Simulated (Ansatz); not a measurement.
Iron, bcc: convergence with Gaussian smearing

Computed with Ansatz, r²SCAN, scalar-relativistic PAW, on the relaxed cell (a = 2.869 Å; ferromagnetic, net 2.65 μB per atom). Errors count from a run at 500 eV on a Γ-centred 25×25×25 mesh with Fermi-Dirac smearing of 0.05 eV, extrapolated to zero width. Fixed here: cutoff 500 eV, mesh 15×15×15.

```csv
width (eV),E(σ→0) error (meV/atom),F error (meV/atom),P (GPa),sphere moment (μB),SCF iterations
0.01,-1.2,-1.2,0.16,2.83,15
0.03,-1.2,-1.4,0.13,2.83,16
0.1,-1.2,-3.0,0.00,2.83,14
0.2,-1.1,-8.3,0.01,2.82,15
0.3,-1.1,-17.3,0.02,2.82,14
0.6,-0.5,-66.1,0.33,2.80,15
1.0,10.5,-187.3,1.06,2.75,17
```
